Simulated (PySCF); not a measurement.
```xyz
9

C     -0.8244    -0.5589    -0.0454
C      0.5739    -0.8152    -0.0012
C      1.3147     0.3299     0.0571
S      0.3148     1.7272     0.0585
C     -1.1133     0.7751    -0.0197
H     -1.5791    -1.3303    -0.0940
H      1.0077    -1.8046    -0.0122
H      2.3868     0.4288     0.0991
H     -2.0811     1.2480    -0.0423
```

Charge 0, multiplicity 1.

Give the Mulliken and meta-Löwdin atomic charges from TPSSh-D3(BJ)/def2-TZVP // B3LYP-D3(BJ)/def2-TZVP run with PySCF.


```csv
atom,Mulliken (e),meta-Löwdin (e)
C1,-0.15,-0.15
C2,-0.15,-0.15
C3,-0.14,-0.27
S4,0.06,0.30
C5,-0.14,-0.27
H6,0.12,0.13
H7,0.12,0.13
H8,0.14,0.14
H9,0.14,0.14
```
